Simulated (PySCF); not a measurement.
**One shape, several levels: BH5O (B(H2O)H3)**

Wanted: a comparison of 6 runs (M06-2X/STO-3G, PBE0/STO-3G, SVWN5/STO-3G, r2SCAN/STO-3G, UMP2/STO-3G, UCCSD(T)/STO-3G) of BH5O (B(H2O)H3). The job is set up through a Python script.

The calculation is run with PySCF 2.14.0.

1 further run of the same task is left out (set aside as unsound or not needed).

## (1) The system as given

BH5O has 7 atoms, charge 0, and is taken as a singlet. As SMILES, `[H]B([H])([H])<-O`. The B1–H7 distance was set to 1.773 Å, away from the relaxed value. At this shape a bond of the SMILES string is far longer than usual.

Bond lengths: B1–O2 1.700 Å, O2–H3 0.963 Å, O2–H4 0.962 Å, B1–H5 1.182 Å, B1–H6 1.191 Å. Angles: B1–O2–H3 102.2°, B1–O2–H4 102.2°, O2–B1–H5 103.7°, O2–B1–H6 104.3°, H3–O2–H4 109.6°, H5–B1–H6 114.2°.

## (2) A single-point energy at M06-2X/STO-3G (run 1)

Contents of input.xyz:

```xyz
7

B      0.344074     0.390366    -0.524020
O      0.377094     0.355416     1.175600
H     -0.559786     0.359456     1.397360
H      0.762594     1.210966     1.389650
H      1.486394     0.433526    -0.825420
H     -0.267986     1.378386    -0.785320
H     -0.484730    -1.115770    -0.958620
```

Contents of job.py:

```python
from pyscf import gto, dft

mol = gto.Mole()
mol.atom = 'input.xyz'
mol.max_memory = 1860
mol.basis = 'sto-3g'
mol.verbose = 3
mol.build()

mf = dft.RKS(mol)
mf.xc = 'm06-2x'
mf.conv_tol = 1e-10
mf.grids.level = 5
mf.kernel()
if not mf.converged:
    mf = mf.newton().run(mf.mo_coeff, mf.mo_occ)

e_final = mf.e_tot
print('E(%s) = %.9f' % ('M06-2X', e_final))
```

The run is started by

```bash
$ OMP_NUM_THREADS=1 python job.py
```

The program printed:

```text
converged SCF energy = -101.576744747561
E(M06-2X) = -101.576744748
```

Run time: 3.6 s. Hardware: 1 thread of Arm Neoverse V1, shared host; peak memory 0.19 GiB.

## (3) A single-point energy at PBE0/STO-3G (run 2)

Contents of run.py:

```python
from pyscf import gto, dft

mol = gto.Mole()
mol.atom = [
    ('B', (0.344074, 0.390366, -0.524020)),
    ('O', (0.377094, 0.355416, 1.175600)),
    ('H', (-0.559786, 0.359456, 1.397360)),
    ('H', (0.762594, 1.210966, 1.389650)),
    ('H', (1.486394, 0.433526, -0.825420)),
    ('H', (-0.267986, 1.378386, -0.785320)),
    ('H', (-0.484730, -1.115770, -0.958620)),
]
mol.max_memory = 1860
mol.verbose = 3
mol.basis = 'sto-3g'
mol.build()

calc0 = dft.RKS(mol)
calc0.xc = 'pbe0'
calc0.conv_tol = 1e-10
calc0.grids.level = 5
calc0.kernel()
if not calc0.converged:
    calc0 = calc0.newton().run(calc0.mo_coeff, calc0.mo_occ)

energy = calc0.e_tot
print('Final energy', energy)
```

The run is started by

```bash
$ OMP_NUM_THREADS=1 python run.py
```

The program printed:

```text
converged SCF energy = -101.475810342751
Final energy -101.47581034275085
```

Run time: 2.6 s. Hardware: 1 thread of Arm Neoverse V1, shared host; peak memory 0.18 GiB.

## (4) A single-point energy at SVWN5/STO-3G (run 3)

Contents of input.py:

```python
from pyscf import gto, dft

mol = gto.M(
    atom='''
B      0.650206     0.737685    -0.990254
O      0.712604     0.671639     2.221562
H     -1.057842     0.679273     2.640628
H      1.441094     2.288394     2.626058
H      2.808878     0.819245    -1.559818
H     -0.506420     2.604772    -1.484040
H     -0.916007    -2.108500    -1.811529
''',
    max_memory=1860,
    basis='sto-3g',
    verbose=3,
    charge=0,
    unit='bohr',
)

mf = dft.RKS(mol)
mf.xc = 'svwn'
mf.grids.level = 5
mf.conv_tol = 1e-10
mf.kernel()
if not mf.converged:
    mf = mf.newton().run(mf.mo_coeff, mf.mo_occ)

energy = mf.e_tot
print('Final energy', energy)
```

The run is started by

```bash
$ OMP_NUM_THREADS=1 python input.py
```

The program printed:

```text
converged SCF energy = -100.694681298314
Final energy -100.69468129831422
```

Wall time 2.1 s (1 thread of Arm Neoverse V1, shared host); peak memory 0.14 GiB.

Runs 4 to 5 aren't shown in full; the table further down has their settings and results.

## (5) A single-point energy at UCCSD(T)/STO-3G (run 6)

Contents of run.py:

```python
from pyscf import gto, scf, cc

mol = gto.Mole()
mol.atom = '''
B    0.344074   0.390366  -0.524020
O    0.377094   0.355416   1.175600
H   -0.559786   0.359456   1.397360
H    0.762594   1.210966   1.389650
H    1.486394   0.433526  -0.825420
H   -0.267986   1.378386  -0.785320
H   -0.484730  -1.115770  -0.958620
'''
mol.verbose = 3
mol.basis = 'sto-3g'
mol.max_memory = 1860
mol.build()

calc0 = scf.UHF(mol)
calc0.conv_tol = 1e-10
calc0.kernel()
if not calc0.converged:
    calc0 = calc0.newton().run(calc0.mo_coeff, calc0.mo_occ)
for _ in range(3):
    mo, _, stable, _ = calc0.stability(return_status=True)
    if stable:
        break
    calc0.kernel(calc0.make_rdm1(mo, calc0.mo_occ))

mycc = cc.CCSD(calc0, frozen=2)
mycc.kernel()
e_t = mycc.ccsd_t()
e_final = mycc.e_tot + e_t
print('E(%s) = %.9f' % ('CCSD(T)', e_final))
```

The run is started by

```bash
$ OMP_NUM_THREADS=1 python run.py
```

The program printed:

```text
converged SCF energy = -100.976511738842  <S^2> = 1.9321433e-11  2S+1 = 1
<class 'pyscf.scf.uhf.UHF'> wavefunction has an internal instability
converged SCF energy = -100.97655553837  <S^2> = 0.030430727  2S+1 = 1.0591142
<class 'pyscf.scf.uhf.UHF'> wavefunction is stable in the internal stability analysis
E(UCCSD) = -101.1195531400743  E_corr = -0.1429976017043905
UCCSD(T) correction = -0.00135365471816859
E(CCSD(T)) = -101.120906795
```

Run time: 1.1 s. Hardware: 1 thread of Arm Neoverse V1, shared host; peak memory 0.12 GiB.

## (6) Overview of the runs

```
run            level  integration grid  frozen core orbitals  energy (Eh)  dipole moment (D) of the reference  HOMO energy (eV)  LUMO energy (eV)  wall time
  1    M06-2X/STO-3G                 5                     –  -101.576745                                5.20             -5.46              7.09      3.6 s
  2      PBE0/STO-3G                 5                     –  -101.475810                                5.18             -4.27              5.70      2.6 s
  3     SVWN5/STO-3G                 5                     –  -100.694681                                5.22             -2.75              4.17      2.1 s
  4    r2SCAN/STO-3G                 5                     –  -101.539898                                5.21             -3.31              4.59      3.6 s
  5      UMP2/STO-3G                 –                     2  -101.077323                                5.07             -7.02             11.53     0.97 s
  6  UCCSD(T)/STO-3G                 –                     2  -101.120907                                5.07             -7.02             11.53      1.1 s
```

## (7) Summary of results

| quantity | value |
| --- | --- |
| run 6: total energy | -101.12091 Eh |
| run 6: dipole moment (Hartree–Fock density) | 5.07 D |
| run 6: HOMO energy (Hartree–Fock orbitals) | -7.02 eV |
| run 6: LUMO energy (Hartree–Fock orbitals) | 11.53 eV |
| run 6: HOMO–LUMO gap (Hartree–Fock orbitals) | 18.55 eV |
| run 6: correlation energy (2 core orbitals frozen) | -144.4 mEh |
| run 6: (T) correction | -1.35 mEh |
| run 6: ⟨S²⟩ of the reference determinant | 0.030 |
| run 6: T1 diagnostic | 0.021 |

**Reading.** Over runs 1, 2, 3, 4 the dipole moment (its size) runs from 5.18 D (PBE0/STO-3G) to 5.22 D (SVWN5/STO-3G). Over runs 1, 2, 3, 4 the HOMO–LUMO gap runs from 6.92 eV (SVWN5/STO-3G) to 12.55 eV (M06-2X/STO-3G). Totals of different functionals can't be ranked against each other. In runs 1, 2, 3, 4, 5, 6 the basis is minimal, so the values are rough. All runs together took 14 s, the longest 3.6 s.
